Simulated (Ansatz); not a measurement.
**BGeNH, quartet: vertical spin and charge gaps**

Geometry (PBE0/def2-TZVP stationary point for this spin, not checked as a minimum):

```yaml
atoms:
  - { symbol: B, position_ang: [0.0000, 0.5354, 1.5745] }
  - { symbol: Ge, position_ang: [0.0000, 0.0493, -0.5080] }
  - { symbol: N, position_ang: [0.0000, -0.7705, 1.2486] }
  - { symbol: H, position_ang: [0.0000, 1.4080, 2.3708] }
```

Basis cc-pVDZ; Ansatz 0.2.0. Correlated methods freeze the noble-gas cores and the filled d shells of p-block atoms. R marks a restricted (for open shells ROHF) determinant, U an unrestricted one. No spin–orbit coupling is included, and no scalar relativity.

Gaps are energies of the second state less the first, at fixed atoms, for a selection of the levels run; each method lands on the state that its own search finds for that charge and spin.

Removing an electron, to the triplet: 7.024 eV at UCCSDT(Q).

```
   level  gap (eV)  error (meV)
     UHF     6.804         -220
    UMP2     7.112           88
   UCCSD     7.042           18
UCCSD(T)     7.035           11
 BCCD(T)     7.027            3
  UCCSDT     7.028            4
     PBE     7.091           67
  r2SCAN     7.296          272
    PBE0     7.208          184
   B3LYP     7.076           52
 wB97M-V     7.061           37
  B2PLYP     7.000          -24
 RPA-PBE     7.083           59
```

Sextet less quartet: 5.696 eV at UCCSDT(Q).

```tsv
level	gap (eV)	error (meV)
UMP2	5.807	111
UCCSD	5.544	-152
UCCSD(T)	5.683	-13
BCCD(T)	5.690	-6
UCCSDT	5.676	-20
PBE	5.661	-35
r2SCAN	5.459	-237
PBE0	5.449	-247
wB97M-V	5.715	19
B2PLYP	5.734	38
```

PBE gives -3.161 eV for doublet less quartet. Estimate what UCCSDT(Q) gives in cc-pVDZ.

UCCSDT(Q) in cc-pVDZ gives -2.946 eV, so against it PBE is off by -0.215 eV, of which a good part can be the reference's own basis and frozen-core error.

| level | gap (eV) | error (meV) |
| --- | --- | --- |
| UHF | -2.142 | 804 |
| UMP2 | -3.122 | -176 |
| UCCSD | -2.880 | 66 |
| UCCSD(T) | -2.949 | -3 |
| BCCD(T) | -2.963 | -17 |
| UCCSDT | -2.934 | 12 |
| r2SCAN | -2.969 | -23 |
| PBE0 | -3.015 | -69 |
| B3LYP | -3.211 | -265 |
| r2SCAN0 | -2.873 | 73 |
| wB97M-V | -3.191 | -245 |
| B2PLYP | -3.206 | -260 |
| RPA-PBE | -3.060 | -114 |

In so small a basis the reference is far from its limit while semilocal and hybrid functionals are nearer theirs (RPA and double hybrids share part of the reference's basis error), so the functionals' errors here hold much of the reference's basis and frozen-core error, which can add to them or hide them.

Full CI isn't at hand for all of this; UCCSDT(Q) serves as the reference, and is uncertain by the last step of the cluster series or more. The frozen core follows each run's orbitals, which can shift R against U totals by a few meV for light atoms and by up to 0.1 eV past Ca.
